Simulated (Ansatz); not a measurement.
Born–Oppenheimer molecular dynamics of C$_{5}$H$_{6}$O (12 atoms, charge 0, multiplicity 1). It starts from a relaxed structure.

Computed with RKS PBE0/6-31G* (Ansatz).

```json
{
 "ensemble": "NVE (velocity Verlet)",
 "time step": "1 fs",
 "steps asked": "150",
 "starting velocities drawn for": "200 K",
 "seed": "663179"
}
```

First frame:

```xyz
12
Properties=species:S:1:pos:R:3
C -0.727 -0.623 0.988
C 0.101 0.013 -0.092
C 1.212 -0.834 -0.638
C -0.119 1.248 -0.551
C -0.795 2.348 -0.527
O -1.291 3.409 -0.642
H -0.091 -0.901 1.839
H -1.178 -1.555 0.622
H -1.518 0.042 1.338
H 1.770 -0.308 -1.414
H 0.811 -1.768 -1.054
H 1.901 -1.125 0.166
```

Problem. How far do the bonds stretch over the last three quarters of this one trajectory? (Pairs bonded in most of those frames.)

Solution. 
```
  bond  mean (Å)  spread (Å)  shortest  longest
 C1–C2     1.505       0.025      1.46     1.56
 C1–H7     1.099       0.021      1.07     1.13
 C1–H8     1.100       0.021      1.07     1.13
 C1–H9     1.097       0.045      1.03     1.16
 C2–C3     1.500       0.013      1.47     1.53
 C2–C4     1.339       0.008      1.32     1.36
C3–H10     1.092       0.008      1.07     1.11
C3–H11     1.101       0.029      1.05     1.14
C3–H12     1.101       0.018      1.07     1.13
 C4–C5     1.298       0.013      1.27     1.32
 C5–O6     1.175       0.007      1.16     1.19
```

Mean temperature of the second half: 98 K. The conserved energy stayed within 1.2 meV per atom of its start (net change 0.3 meV per atom), so the integration is sound. Over the second half the temperature averaged 0.49 of the 200 K drawn at the start: a run that starts near a minimum puts about half its kinetic energy into the potential. A run of 0.15 ps of so small a system gives no equilibrium averages.

Time of the run: 8.4 min on 2 threads of Arm Neoverse N1, on a shared host, peak memory 0.19 GiB.
